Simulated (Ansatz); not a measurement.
Geometry optimisation, RKS PBE0-D4/def2-SVP in Ansatz 0.2.0.

input.yaml

```yaml
crystal:
  periodic: [false, false, false]
  atoms:
    - { symbol: C, position_ang: [0.5256, -0.4551, 1.0878] }
    - { symbol: C, position_ang: [0.365, 0.0954, -0.3237] }
    - { symbol: Cl, position_ang: [1.6426, -0.3388, -1.4298] }
    - { symbol: C, position_ang: [-0.9121, 0.3845, -0.9287] }
    - { symbol: O, position_ang: [-0.1574, 1.4215, -0.4318] }
    - { symbol: H, position_ang: [1.404, -0.045, 1.5408] }
    - { symbol: H, position_ang: [0.5044, -1.5028, 1.0905] }
    - { symbol: H, position_ang: [-0.3191, -0.0533, 1.6921] }
    - { symbol: H, position_ang: [-1.8676, 0.1293, -0.3183] }
    - { symbol: H, position_ang: [-1.1024, 0.3131, -1.9761] }
basis:
  gaussian: { orbitals: def2-SVP }
hamiltonian:
  xc: pbe0
  dispersion: d4
relax:
  f_tol: 0.015
  max_steps: 40
output:
  orbitals: {}
```

Command:

```bash
$ ansatz run input.yaml --threads 2 --pin off --max-ram 3072MiB --backend cpu --events-out ev --progress --plain --runs-dir out
```

Problem. Where does it end, and by what steps?

Solution. It converged. After 6 steps the energy has fallen by 0.286 eV; H9 moved furthest, 0.10 Å.

```json
{"step": "0", "energy less start (eV)": "0.0000", "largest force component (eV/Å)": "3.068", "accepted": "yes"}
{"step": "1", "energy less start (eV)": "-0.2260", "largest force component (eV/Å)": "1.401", "accepted": "yes"}
{"step": "2", "energy less start (eV)": "-0.2772", "largest force component (eV/Å)": "0.331", "accepted": "yes"}
{"step": "3", "energy less start (eV)": "-0.2470", "largest force component (eV/Å)": "0.877", "accepted": "no"}
{"step": "4", "energy less start (eV)": "-0.2848", "largest force component (eV/Å)": "0.082", "accepted": "yes"}
{"step": "5", "energy less start (eV)": "-0.2850", "largest force component (eV/Å)": "0.063", "accepted": "yes"}
{"step": "6", "energy less start (eV)": "-0.2858", "largest force component (eV/Å)": "0.012", "accepted": "yes"}
```

```xyz
10
Properties=species:S:1:pos:R:3
C 0.510 -0.427 1.086
C 0.316 0.099 -0.302
Cl 1.649 -0.367 -1.390
C -0.981 0.374 -0.916
O -0.120 1.403 -0.441
H 1.430 -0.006 1.518
H 0.597 -1.522 1.079
H -0.343 -0.131 1.714
H -1.902 0.223 -0.339
H -1.073 0.302 -2.006
```

The run took 20 s on 2 threads of Arm Neoverse V1, with other jobs on the host, peak memory 0.21 GiB.
